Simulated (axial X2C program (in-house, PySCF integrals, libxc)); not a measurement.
**Bond lengths and stretching modes, held linear, of FAlF⁻**

Calculated with an in-house all-electron X2C program for linear molecules (integrals from PySCF): two-component X2C with atomic mean-field Coulomb and Gaunt terms, Gaussian nuclei, basis F dyall-av3z, Al dyall-v3z with contracted cores. Spin-free rows use the one-electron spin-free X2C Hamiltonian.

Masses F 18.998, Al 26.982, F 18.998 u. States: 2c Ω = 0 (all partner blocks equally filled); spin-free M_S = 0, Λ = 0 (closed shell).

HF, spin-free: energies above the lowest point

```json
{"r(F–Al) (Å)": "1.7111", "r(Al–F) (Å)": "1.7111", "E (meV)": "0.00"}
{"r(F–Al) (Å)": "1.7111", "r(Al–F) (Å)": "1.7550", "E (meV)": "11.83"}
{"r(F–Al) (Å)": "1.7111", "r(Al–F) (Å)": "1.7989", "E (meV)": "46.35"}
{"r(F–Al) (Å)": "1.7550", "r(Al–F) (Å)": "1.7111", "E (meV)": "11.83"}
{"r(F–Al) (Å)": "1.7550", "r(Al–F) (Å)": "1.7550", "E (meV)": "22.40"}
{"r(F–Al) (Å)": "1.7550", "r(Al–F) (Å)": "1.7989", "E (meV)": "55.78"}
{"r(F–Al) (Å)": "1.7550", "r(Al–F) (Å)": "1.8427", "E (meV)": "105.06"}
{"r(F–Al) (Å)": "1.7989", "r(Al–F) (Å)": "1.7111", "E (meV)": "46.35"}
{"r(F–Al) (Å)": "1.7989", "r(Al–F) (Å)": "1.7550", "E (meV)": "55.78"}
{"r(F–Al) (Å)": "1.7989", "r(Al–F) (Å)": "1.7989", "E (meV)": "88.20"}
{"r(F–Al) (Å)": "1.8427", "r(Al–F) (Å)": "1.7550", "E (meV)": "105.06"}
{"r(F–Al) (Å)": "1.8427", "r(Al–F) (Å)": "1.8427", "E (meV)": "184.57"}
```

**Question.** Fit a quadratic surface with cubic terms in each bond: where is the minimum, and what are the two stretching wavenumbers?

**Answer.** At HF, spin-free: bonds 1.715 and 1.715 Å; harmonic stretches 458.7 and 735.3 cm⁻¹; force constants 2.43, 2.43 and coupling -0.08 mdyn/Å.

The other levels and Hamiltonians give:

| Hamiltonian | level | r(F–Al) (Å) | r(Al–F) (Å) | lower stretch (cm⁻¹) | upper stretch (cm⁻¹) |
| --- | --- | --- | --- | --- | --- |
| 2c | PBE0 | 1.754 | 1.754 | 434.2 | 681.5 |
| 2c | HF | 1.715 | 1.715 | 458.8 | 734.8 |
| 2c | BHandHLYP | 1.737 | 1.737 | 443.9 | 700.0 |
| 2c | MP2 | 1.758 | 1.758 | 439.9 | 688.9 |
| spin-free | PBE0 | 1.754 | 1.754 | 434.1 | 681.7 |
| spin-free | BHandHLYP | 1.737 | 1.737 | 443.8 | 700.2 |
| spin-free | MP2 | 1.758 | 1.758 | 439.8 | 689.2 |

Each state is one determinant, the lowest of a limited PBE0 search; the stretches come from a fit to these few points and carry an uncertainty of a few per cent. Other orders of the atoms were not compared. MP2 freezes inner shells (threshold -2 hartree). For an anion the highest level of a functional can be positive, and the basis then holds the extra electron. The molecule was held linear; bending was not examined, so a bent shape may lie lower.
